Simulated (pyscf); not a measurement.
## Insertion: Cl–Sn:–Cl [singlet] + HF → F–SnH(Cl)–Cl

Gas phase, singlet surface, charge 0. Bonds broken: F4–H5. Bonds formed: Sn2–F4, Sn2–H5. Single points on ωB97X-D3(BJ)/def2-SVP structures (PySCF, gas phase). Correlated levels are frozen-core, on RHF or UHF. ΔMP2 is the change of the MP2 total energy from the triple- to the quadruple-zeta basis.

Transition state (Å):

```xyz
5

Cl     1.0767     2.4160    -0.3129
Sn     0.7300     0.1185    -0.2995
Cl     0.1522    -0.3298     1.9061
F     -0.9472    -0.2815    -1.4928
H      0.3676    -0.8822    -1.6889
```

One imaginary mode, 1348i cm⁻¹; descent along it reached the two sides named, in the forms told below.

```
bond    change  reactant side (Å)  saddle  product side
------  ------  -----------------  ------  ------------
F4–H5   breaks              0.928   1.459           3.0
Sn2–F4   forms                2.6   2.097         1.922
Sn2–H5   forms                3.2   1.750         1.689
```

Electronic energies relative to the separated reactants (kcal/mol):

```tsv
level	barrier	reaction energy	reverse barrier
ωB97X-D3(BJ)/def2-TZVP	42.4	-5.8	48.2
PBE/def2-TZVP	34.9	+0.9	34.0
r²SCAN/def2-TZVP	35.3	-4.3	39.6
B3LYP-D3(BJ)/def2-TZVP	42.5	+1.7	40.9
PBE0-D3(BJ)/def2-TZVP	40.3	-1.9	42.3
M06-2X/def2-TZVP	42.8	-6.3	49.1
ωB97M-D3(BJ)/def2-TZVP	43.4	-2.3	45.8
HF/def2-TZVP	60.2	-3.8	64.0
MP2/def2-QZVPP	45.1	+0.4	44.7
CCSD/def2-TZVPP	48.5	-1.5	50.0
CCSD(T)/def2-TZVPP	44.5	-2.1	46.6
CCSD(T)/def2-TZVPP + ΔMP2(QZVPP)	43.8	-2.0	45.7
```

With CCSD(T)/def2-TZVPP + ΔMP2(QZVPP) energies and thermal terms (ideal gas, 1 atm, RRHO with modes under 100 cm⁻¹ raised to 100, one conformer, R ln 2 for rigid chiral ones), in kcal/mol:

```json
[
 {"T (K)": "298", "ΔH‡": "41.4", "ΔG‡": "50.9", "ΔH": "-2.8", "ΔG": "+6.9"},
 {"T (K)": "600", "ΔH‡": "41.5", "ΔG‡": "60.5", "ΔH": "-2.5", "ΔG": "+16.6"},
 {"T (K)": "900", "ΔH‡": "41.9", "ΔG‡": "69.9", "ΔH": "-1.6", "ΔG": "+26.0"},
 {"T (K)": "1200", "ΔH‡": "42.4", "ΔG‡": "79.1", "ΔH": "-0.6", "ΔG": "+35.1"}
]
```

On the reactant side the descent ends in a complex (not fully relaxed), 5.0 kcal/mol under the separated species and 47.5 kcal/mol under the saddle at ωB97X-D3(BJ)/def2-TZVP. One saddle was located; it need not be the lowest between these sides. The CCSD(T) − MP2 part came from Ansatz, without density fitting, on the same reference. The frozen core leaves the outer d or s,p core shells of the metals and heavy elements correlated in the MP2 and CC values, and def2-TZVPP describes them poorly, which can shift differences by a few kcal/mol. Elements past Kr carry the def2 core potentials, without spin-orbit coupling.
